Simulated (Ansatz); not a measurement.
C3H5NO can be A, `C=CC(N)=O`, or B, `COC1=NC1`.

Program: Ansatz. Geometries: PBE0-D4/def2-TZVP. ΔE: electronic, gas phase. CCSD(T)/CBS is the MP2 limit (def2-TZVPP, def2-QZVPP) plus CCSD(T) − MP2 in def2-TZVPP, frozen cores. Functionals use def2-TZVPP. B3LYP here is the variant with VWN-RPA as its local correlation; programs differ in this. One conformer a species, not always the lowest.

(1) Which is lower in electronic energy at CCSD(T)/CBS, and by how much? (Best estimate.)

(2) Give E(B) − E(A) in kcal/mol with CCSD(T)/def2-TZVPP, ωB97M-V, PBE0-D4, MP2/def2-TZVPP, LDA (SPW92), B3LYP, B2PLYP. (Best estimate.)

(3) Does the order hold for the free energy at 298.15 K (harmonic terms from PBE0-D4)? (An estimate is asked.)

Largest T1 diagnostic: 0.015.

Answers

(1) Ansatz gave: A, by 53.2 kcal/mol.

(2) Computed: CCSD(T)/def2-TZVPP 51.8, ωB97M-V 52.9, PBE0-D4 52.0, MP2/def2-TZVPP 50.9, LDA (SPW92) 52.4, B3LYP 54.5, B2PLYP 53.7. None reverses the order clearly.

(3) Computed: Yes: G(B) − G(A) = +53.4 kcal/mol, for one conformer each.

In def2-TZVPP, CCSD(T) changes the Hartree–Fock value by −5.2 kcal/mol (the triples alone add −0.4 kcal/mol) and MP2 by −6.1 kcal/mol. At CCSD(T), def2-SVP lies −1.6 kcal/mol from the extrapolated value and def2-TZVPP −1.4 kcal/mol.
